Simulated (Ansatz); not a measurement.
# singlet [BH2]−: levels of theory compared

Aim: a comparison of 6 runs (HF/STO-3G, HF/3-21G, SVWN5/def2-TZVPPD, wB97X/def2-TZVPPD, RPA@PBE/def2-TZVPPD, CCSD(T)/def2-TZVPPD) of singlet [BH2]−. 

The results are computed with Ansatz 0.2.0.

30 further runs of the same task are left out: 30 set aside as unsound or not needed.

**1. The system as given**

[BH2]−: 3 atoms, total charge -1, spin state singlet. As SMILES of the parent species, `[BH2]`. Geometry: relaxed at PBE0-D4/def2-TZVP. That shape belongs to the parent species and isn't relaxed for this state.

Bond lengths: B1–H2 1.191 Å, B1–H3 1.191 Å. Angles: H2–B1–H3 129.4°.

**2. A single-point energy at HF/STO-3G (run 1)**

File molecule.yaml:

```yaml
crystal:
  periodic: [false, false, false]
  atoms:
    - {symbol: B, position_ang: [0.265070, -0.167660, 0.129730]}
    - {symbol: H, position_ang: [0.292070, 1.014920, 0.270850]}
    - {symbol: H, position_ang: [-0.557150, -0.847260, -0.400590]}
basis:
  gaussian:
    orbitals: STO-3G
hamiltonian:
  xc: hf
accuracy: high
total_charge: -1
output: {orbitals: {seedname: orbitals}}
```

Run with:

```sh
$ ansatz run molecule.yaml --threads 1 --pin off --max-ram 3480MiB --events-out events.jsonl --progress --plain --runs-dir runs
```

The log of the run:

```text
Warning: RAYON_NUM_THREADS=1 ignored (pool sized by the plan → 1); use --threads N
Functional definition: HF
  name "HF"
  exchange = exact_x
  correlation = 0
92 factors; integrals over basis functions are off by at most 5.0e-9 eV
mean field evaluation 1: about -682.8661 eV, gradient 8.0e0 eV
mean field evaluation 2: about -682.8776 eV, gradient 7.9e0 eV
mean field evaluation 4: about -683.4243 eV, gradient 4.3e-1 eV
mean field evaluation 8: about -683.4249 eV, gradient 1.5e-5 eV
mean field -683.42485282 eV, -25.1154000993 hartree, gradient 1.9e-8 eV, S^2 0.000000; 0 other end points of the search recorded, 0 dependent functions left out
reference -683.42485282 eV, -25.1154000993 hartree; 4, 4 occupied and 3, 3 virtual orbitals, 92 factors
Total energy: -683.42485282 eV, -25.1154000993 hartree
```

Run time: 0.04 s. Hardware: 1 thread of Arm Neoverse V1, shared host.

**3. The energy at HF/3-21G (run 2)**

File in.yaml:

```yaml
basis:
  gaussian: {orbitals: 3-21G.json}
crystal:
  periodic: [false, false, false]
  atoms:
    - {symbol: B, position_ang: [0.265070, -0.167660, 0.129730]}
    - {symbol: H, position_ang: [0.292070, 1.014920, 0.270850]}
    - {symbol: H, position_ang: [-0.557150, -0.847260, -0.400590]}
total_charge: -1
hamiltonian: {xc: hf}
accuracy: high
output: {orbitals: {seedname: orbitals}}
```

The basis set 3-21G is read from a file made from the Basis Set Exchange's data (not shown).

Run with:

```sh
$ ansatz run in.yaml --threads 1 --pin off --max-ram 3480MiB --events-out events.jsonl --progress --plain --runs-dir runs
```

The log of the run:

```text
Warning: RAYON_NUM_THREADS=1 ignored (pool sized by the plan → 1); use --threads N
[... 4 set-up lines as earlier in the session ...]
250 factors; integrals over basis functions are off by at most 1.1e-8 eV
mean field evaluation 1: about -693.5822 eV, gradient 1.0e1 eV
mean field evaluation 2: about -693.5773 eV, gradient 1.0e1 eV
mean field evaluation 4: about -694.1309 eV, gradient 7.5e-1 eV
mean field evaluation 8: about -694.1382 eV, gradient 2.0e-3 eV
mean field -694.13817677 eV, -25.5091074927 hartree, gradient 4.7e-8 eV, S^2 0.000000; 0 other end points of the search recorded, 0 dependent functions left out
reference -694.13817677 eV, -25.5091074927 hartree; 4, 4 occupied and 9, 9 virtual orbitals, 250 factors
Total energy: -694.13817677 eV, -25.5091074927 hartree
```

Wall time 0.06 s (1 thread of Arm Neoverse V1, shared host).

Run 3 isn't shown in full; the table further down has it.

**4. A single-point energy at wB97X/def2-TZVPPD (run 4)**

File job.yaml:

```yaml
basis:
  gaussian: {orbitals: def2-TZVPPD.json}
crystal:
  periodic: [false, false, false]
  atoms:
    - {symbol: B, position_ang: [0.265070, -0.167660, 0.129730]}
    - {symbol: H, position_ang: [0.292070, 1.014920, 0.270850]}
    - {symbol: H, position_ang: [-0.557150, -0.847260, -0.400590]}
hamiltonian: {xc: {name: wB97X}}
total_charge: -1
output: {orbitals: {seedname: orbitals}}
accuracy: high
```

The basis set def2-TZVPPD is read from a file made from the Basis Set Exchange's data (not shown).

Run with:

```sh
$ ansatz run job.yaml --threads 1 --pin off --max-ram 3480MiB --events-out events.jsonl --progress --plain --runs-dir runs
```

The log of the run, cut to the lines that bear on the results:

```text
Warning: RAYON_NUM_THREADS=1 ignored (pool sized by the plan → 1); use --threads N
Functional definition: wB97X
  name "wB97X"
[...]
      + exact_x_lr(omega)
[...]
      + integral(e_c_pw_opposite_spin*poly(b97_u_opposite, 1, cos1, cos2, cos3, cos4))
1016 factors; integrals over basis functions are off by at most 2.8e-9 eV
255 factors; integrals over basis functions are off by at most 1.8e-9 eV
[...]
mean field -705.30362745 eV, -25.9194302366 hartree, gradient 8.4e-8 eV, S^2 0.000000; 0 other end points of the search recorded, 0 dependent functions left out
reference -705.30362530 eV, -25.9194301577 hartree; 4, 4 occupied and 67, 67 virtual orbitals, 1016 factors
Total energy: -705.30362530 eV, -25.9194301577 hartree
```

Run time: 12 s. Hardware: 1 thread of Arm Neoverse V1, shared host; peak memory 0.2 GiB.

Run 5 isn't shown in full; the table further down has it.

**5. The energy at CCSD(T)/def2-TZVPPD (run 6)**

File job.yaml:

```yaml
crystal:
  periodic: [false, false, false]
  atoms:
    - {symbol: B, position_ang: [0.265070, -0.167660, 0.129730]}
    - {symbol: H, position_ang: [0.292070, 1.014920, 0.270850]}
    - {symbol: H, position_ang: [-0.557150, -0.847260, -0.400590]}
basis:
  gaussian: {orbitals: def2-TZVPPD.json}
total_charge: -1
correlation: {method: ccsd_t, frozen_orbitals: {B: 1, H: 0}}
accuracy: high
scf: {omitted_lower_state_checks: [cluster_reference, increment]}
```

The basis set def2-TZVPPD is read from a file made from the Basis Set Exchange's data (not shown).

Run with:

```sh
$ ansatz run job.yaml --threads 1 --pin off --max-ram 3480MiB --events-out events.jsonl --progress --plain --runs-dir runs
```

The log of the run:

```text
Warning: RAYON_NUM_THREADS=1 ignored (pool sized by the plan → 1); use --threads N
[... 13 lines left out ...]
1 core orbitals not correlated: weight in the atoms' cores, before any rotation towards them, 1.000 or more for the frozen orbitals, at most 0.000 for the correlated occupied ones
[... 33 lines left out ...]
Total energy: -703.55679647 eV, -25.8552353823 hartree
Checks for a lower state left out: cluster_reference, increment
```

Run time: 2 s. Hardware: 1 thread of Arm Neoverse V1, shared host; peak memory 0.25 GiB.

**6. Overview of the runs**

```
run                level  frozen core orbitals  energy (Eh)  HOMO energy (eV)  LUMO energy (eV)  HOMO–LUMO gap (eV)  wall time
  1            HF/STO-3G                     –   -25.115400              7.37             19.48               12.11     0.04 s
  2             HF/3-21G                     –   -25.509107              1.78             10.11                8.33     0.06 s
  3    SVWN5/def2-TZVPPD                     –   -25.610367              2.63              2.78                0.15      1.4 s
  4    wB97X/def2-TZVPPD                     –   -25.919430             -0.07              5.25                5.32       12 s
  5  RPA@PBE/def2-TZVPPD                     1   -25.951090                 –                 –                   –      3.9 s
  6  CCSD(T)/def2-TZVPPD                     1   -25.855235                 –                 –                   –        2 s
```

**7. Results**

| quantity | value |
| --- | --- |
| run 6: total energy | -25.85524 Eh |
| run 6: correlation energy (1 core orbital frozen) | -148.1 mEh |
| run 6: (T) correction | -5.05 mEh |
| run 6: T1 diagnostic | 0.012 |

**Reading.** Over runs 1, 2, 3, 4 the HOMO–LUMO gap runs from 0.15 eV (SVWN5/def2-TZVPPD) to 12.11 eV (HF/STO-3G). The two ends differ in method and basis. The empty levels of an anion lie above zero and hang on the basis. Totals of different functionals can't be ranked against each other. In runs 1, 2, 3 the HOMO lies above zero, so the outermost electron may be held by the basis alone. In runs 5, 6 the log says that unrestricted orbitals would lower the reference, so the values rest on an unstable closed-shell determinant (other closed-shell runs at this shape may share the fault). In run 1 the basis is minimal, so the values are rough. All runs together took 20 s, the longest 12 s.
